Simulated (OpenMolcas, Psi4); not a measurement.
# From OpenMolcas to Psi4

This OpenMolcas 26.06 job computes doublet C2H4Si+:

run.inp:
```
&GATEWAY
  BasLib
  $CurrDir
  Coord
  7
  angstrom
  C       -0.580700      -1.871400       0.172200
  C       -0.218500      -0.726500       0.062400
  Si       0.329800       1.004300      -0.103800
  H       -0.901000      -2.883500       0.269300
  H       -0.094500       1.528300      -1.425000
  H       -0.281700       1.818100       0.974900
  H        1.807900       1.062900       0.004400
  Basis
  6-311pGss
  Group
  NoSym

&SEWARD
  GridInput
  Grid=UltraFine
  End of Grid

&SCF
  UHF
  Charge
  1
  Spin
  2
  KSDFT
  SVWN5
  Thresholds
  1e-10 1e-07 1e-07 1e-05
  PrOrbitals
  1 1
```

```bash
$ export MOLCAS_MEM=1860
$ pymolcas run.inp > run.log
```

(Basis files named in the input come from the Basis Set Exchange and aren't shown.)

The shape is that of a PBE0-D4/def2-TZVP optimisation. That shape belongs to the parent species and isn't relaxed for this state.

It gives a total energy of -365.767005 Eh.

Task: Translate the job to Psi4 1.11 as an input file of the program's own, asking for the gradient.

Result: This input was run:

input.dat:
```
memory 1600 MB

molecule {
  1 2
  C     -0.580700    -1.871400     0.172200
  C     -0.218500    -0.726500     0.062400
  Si     0.329800     1.004300    -0.103800
  H     -0.901000    -2.883500     0.269300
  H     -0.094500     1.528300    -1.425000
  H     -0.281700     1.818100     0.974900
  H      1.807900     1.062900     0.004400
  symmetry c1
  no_reorient
  no_com
}

set {
  basis 6-311+G**
  reference uks
  puream true
  e_convergence 1e-09
  d_convergence 1e-06
  scf_type pk
  dft_radial_points 99
  dft_spherical_points 590
  maxiter 100
  soscf true
  soscf_start_convergence 0.001
}

E, wfn = gradient("scf", dft_functional={"name": "SVWN5", "x_functionals": {"LDA_X": {}}, "c_functionals": {"LDA_C_VWN": {}}}, return_wfn=True)
oeprop(wfn, "LOWDIN_CHARGES", "MULLIKEN_CHARGES", "QUADRUPOLE")
print_variables()
```

```bash
$ psi4 input.dat output.dat -n 1
```

Its energy is -365.767006 Eh, the same as the first but for the last digit, at most.
